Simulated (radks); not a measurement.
**B³⁺ in 1s1 2s1: an all-electron calculation**

One table from this session's results is given with a row withheld; the runs are named, their logs left out.

Method: scalar-relativistic Kohn-Sham, LDA (Slater exchange, VWN5 correlation), spin-polarised, spherical densities, finite nucleus; open shells are filled with parallel spins first. Code: radks (a radial shooting solver on a logarithmic mesh, Libxc functionals) version 1.

## The system

| Quantity | Value |
| --- | --- |
| element | boron (Z = 5) |
| charge | +3 |
| electrons | 2 |
| configuration | 1s1 2s1 |
| nuclear rms radius | 2.406 fm |

Outer shells as boxes (Hund's rule):

B³⁺
```
1s [↑ ]
2s [↑ ]
```

Set-up of the first run:

Settings of this run:

```text
Z 5
configuration 1s1 2s1 2p0 3s0 3d0
relativity scalar-relativistic
functional lda,vwn5
spin polarised
nucleus finite rms 2.406 fm
c 137.035999084
```

One of the session's tables, all rows but one given; the rest of the session is left out.

It belongs to the step «Shells». The radial density on a logarithmic grid:

```
r (bohr)  4πr²ρ (e/bohr)
  0.0126         0.07501
  0.0175          0.1376
  0.0243          0.2476
  0.0339               ?
  0.0471          0.7418
  0.0654           1.188
  0.0915           1.787
   0.127           2.403
   0.176           2.804
   0.247           2.672
   0.343           1.930
   0.476           1.015
   0.666          0.5947
   0.924          0.7566
    1.28          0.8101
    1.79          0.4246
    2.49         0.09024
    3.46        0.005882
```

**Question.** Estimate the row for r (bohr) = 0.0339.

Worked estimate for «4πr²ρ (e/bohr)». A straight line through the neighbours (0.0243, 0.2476) and (0.0471, 0.7418) gives 0.2476 + (0.7418 − 0.2476) × (0.0339 − 0.0243) / (0.0471 − 0.0243) = 0.4557; a parabola fitted to 4 rows on both sides gives 0.4477.

As computed: 4πr²ρ (e/bohr): 0.4396. In «4πr²ρ (e/bohr)» the line misses by +0.0161 and the parabola by +0.0081.
